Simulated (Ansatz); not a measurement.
## Scan of CH2⁺, doublet

Starting geometry (PBE0/def2-TZVP stationary point for this spin, not checked as a minimum):

```xyz
3

C     0.0000    0.0000    0.0000
H     0.0000    0.0000   -1.0935
H     0.0000    0.0000    1.0935
```

From there the angle named below is changed in its plane at fixed bond lengths, both arms turning rigidly about the middle atom; atoms are numbered as listed. Energies are in kcal/mol, counted from the starting geometry at the same level.

Basis aug-cc-pVDZ; Ansatz 0.2.0. Only valence electrons are correlated (noble-gas cores frozen). R marks a restricted (for open shells ROHF) determinant, U an unrestricted one. Active spaces: valence = (5e, 6o) chosen from the atoms' valence shells.

Runs in a small pair space aren't shown, since their orbitals change along the scan.

Full CI is exact within this basis and frozen core; it isn't the basis-set limit. The frozen core follows each run's orbitals, which can shift R against U totals by a few meV.

| angle H2-C1-H3 (°) | full CI | unpaired electrons (full CI) | error UHF | error UMP2 | error RCCSD | error BCCD(T) | error NEVPT2 (valence space) | error MRCISD (valence space) |
| --- | --- | --- | --- | --- | --- | --- | --- | --- |
| 67.1 | 64.1 | 1.03 | 2.9 | 0.6 | 0.3 | 0.1 | -0.1 | 0.1 |
| 84.4 | 32.0 | 1.02 | 1.2 | 0.2 | 0.1 | 0.0 | 0.0 | 0.1 |
| 101.2 | 11.9 | 1.02 | 0.0 | -0.1 | 0.0 | 0.0 | 0.2 | 0.0 |
| 123.1 | -1.1 | 1.02 | -0.7 | -0.3 | 0.0 | 0.0 | 0.3 | 0.0 |
| 139.1 | -3.5 | 1.02 | -0.6 | -0.3 | 0.0 | 0.0 | 0.3 | 0.0 |
| 156.3 | -2.1 | 1.02 | -0.3 | -0.2 | 0.0 | 0.0 | 0.2 | 0.0 |
| 180.0 | 0.0 | 1.02 | 0.0 | 0.0 | 0.0 | 0.0 | 0.0 | 0.0 |

Unpaired electrons are Σ n²(2−n)² over natural occupations. Errors are those of relative energies. In total energy the starting point itself misses full CI by: UHF 63.3, UMP2 14.7, RCCSD 1.2, BCCD(T) 0.3, NEVPT2 (valence space) 8.3, MRCISD (valence space) 0.8 kcal/mol.

Spread of the error over the points with a reference, to 180.0 ° (largest less smallest): BCCD(T) 0.1, MRCISD (valence space) 0.1, RCCSD 0.4, NEVPT2 (valence space) 0.4, UMP2 0.9, UHF 3.6 kcal/mol.
